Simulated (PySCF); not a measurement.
Consider ethylenediamine, `NCCN` (C2H8N2). Non-hydrogen atoms are numbered in `[NH2:1][CH2:2][CH2:3][NH2:4]`.

Energies: PBE0-D3(BJ)/ma-def2-TZVP (PySCF, density fitting, integration grid level 2) on PBE0-D3(BJ)/def2-SVP structures. The prefix ma- adds one diffuse s and one diffuse p function on all atoms but H. Thermal corrections: PBE0-D3(BJ)/def2-SVP frequencies, unscaled, ideal gas at 298.15 K and 1 bar, quasi-RRHO entropy.

What are the vertical and the adiabatic ionisation energy for forming the radical cation?

8.81 eV vertical and 7.78 eV adiabatic, the latter with zero-point energy.

Where does the unpaired spin of the relaxed radical cation sit?

N4 (amine nitrogen) 0.37, N1 (amine nitrogen) 0.37, C2 (methylene carbon) 0.11, C3 (methylene carbon) 0.11 (intrinsic atomic orbital populations).

What oxidation potential follows in dichloromethane (IEF-PCM), given that Fc+/Fc comes at 4.56 V absolute with this functional and basis?

In the gas phase ΔG of oxidation is 7.764 eV, and solvation is -24.3 kJ/mol for the parent and -230.9 kJ/mol for the product, so the absolute potential is 5.62 V, or 1.07 V against Fc+/Fc. Fc+/Fc in dichloromethane, 4.56 V, is PBE0-D3(BJ)/ma-def2-TZVP on PBE0-D3(BJ)/def2-SVP structures with GFN2-xTB thermal terms. Benchmark calculations put it near 5.0 V in acetonitrile and DMSO, so it is about 0.4 V low, and the value against it can read up to that much too high. The solvent is electrostatics only, on gas-phase structures; the absolute scale refers to an electron at rest in vacuum.

How far is −ε(HOMO) from the vertical value by ΔSCF?

−ε(HOMO) = 6.69 eV, which is 2.12 eV below the ΔSCF value.

Differences come from unrounded values, so a last digit can differ from that of the printed terms.
